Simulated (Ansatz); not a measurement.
Complex (SMILES): C (CH4) with F (HF), atoms 1 to 5 the first; geometry from A24 set, monomers rigid:
```xyz
7

C      0.0000     0.0000     1.7707
H      0.5159    -0.8936     1.4203
H      0.0000     0.0000     2.8581
H      0.5159     0.8936     1.4203
H     -1.0319     0.0000     1.4203
H      0.0000     0.0000    -0.5488
F      0.0000     0.0000    -1.4680
```

The counterpoise-corrected interaction energy at MP2 with Ansatz (a first-principles code), in kcal/mol, split into its Hartree-Fock and correlation parts. Cores are frozen. No added dispersion term, no relativity. Functions are those of the species that has most. These sets lack the diffuse functions that weak bonds need.

| basis | X | functions | Hartree-Fock | MP2 |
|---|---|---|---|---|
| cc-pVDZ | 2 | 53 | 0.20 | -0.35 |
| cc-pVTZ | 3 | 130 | -0.12 | -1.13 |
| cc-pVQZ | 4 | 260 | -0.22 | -1.42 |

Worked estimate of the basis-set limit from each neighbouring pair, with Hartree-Fock from the larger set and the correlation part extrapolated as X^-3.
Correlation parts: X = 2: -0.55, X = 3: -1.01, X = 4: -1.20.
- (2,3): (27·(-1.01) - 8·(-0.55))/19 = -1.20; with Hartree-Fock -0.12 the estimate is -1.32 kcal/mol.
- (3,4): (64·(-1.20) - 27·(-1.01))/37 = -1.34; with Hartree-Fock -0.22 the estimate is -1.56 kcal/mol.
The last two estimates differ by 0.23 kcal/mol; the largest set lies 0.14 from the last. Over the last step Hartree-Fock moves by -0.10 and the correlation part by -0.19.
